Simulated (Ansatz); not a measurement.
Geometry optimisation, RKS B3LYP/def2-SVP (Ansatz 0.2.0).

input.yaml

```yaml
crystal:
  periodic: [false, false, false]
  atoms:
    - { symbol: Na, position_ang: [-1.297, -1.26245, 2.91219] }
    - { symbol: S, position_ang: [0.07553, -0.7044, 0.9746] }
    - { symbol: Al, position_ang: [0.31659, 0.38322, -0.82071] }
    - { symbol: H, position_ang: [0.95063, 1.79405, -0.86085] }
    - { symbol: H, position_ang: [-0.20986, -0.13352, -2.18068] }
basis:
  gaussian: { orbitals: def2-SVP }
hamiltonian:
  xc: b3lyp
relax:
  f_tol: 0.015
  max_steps: 40
```

Command:

```bash
$ ansatz run input.yaml --threads 1 --pin off --max-ram 2048MiB --backend cpu --events-out ev --progress --plain --runs-dir out
```

Task: Where does it end, and by what steps?

Result: It converged. After 20 steps the energy has fallen by 0.321 eV; Na1 moved furthest, 1.78 Å. Joined: Na1–Al3, Na1–H5.

| step | energy less start (eV) | largest force component (eV/Å) | accepted |
| --- | --- | --- | --- |
| 0 | 0.0000 | 0.599 | yes |
| 1 | -0.0510 | 0.115 | yes |
| 2 | -0.0621 | 0.090 | yes |
| 3 | -0.0890 | 0.136 | yes |
| 4 | -0.1065 | 0.135 | yes |
| 5 | -0.1133 | 0.052 | yes |
| 6 | -0.1142 | 0.026 | yes |
| 7 | -0.1153 | 0.026 | yes |
| 8 | -0.1164 | 0.033 | yes |
| 9 | -0.1190 | 0.051 | yes |
| 10 | -0.1290 | 0.234 | yes |
| 11 | -0.1405 | 0.362 | yes |
| 12 | -0.1751 | 0.276 | yes |
| 13 | -0.2215 | 0.204 | yes |
| 14 | -0.2529 | 0.311 | yes |
| 15 | -0.2739 | 0.357 | yes |
| 16 | -0.3047 | 0.241 | yes |
| 17 | -0.3163 | 0.141 | yes |
| 18 | -0.3203 | 0.056 | yes |
| 19 | -0.3211 | 0.018 | yes |
| 20 | -0.3211 | 0.007 | yes |

```xyz
5
Properties=species:S:1:pos:R:3
Na -1.470 -1.337 1.142
S 0.827 -0.300 1.560
Al 0.377 0.431 -0.380
H 1.187 1.369 -1.369
H -1.085 -0.086 -0.929
```

Time of the run: 42 s on 1 thread of Arm Neoverse V2, on a shared host, peak memory 0.13 GiB.
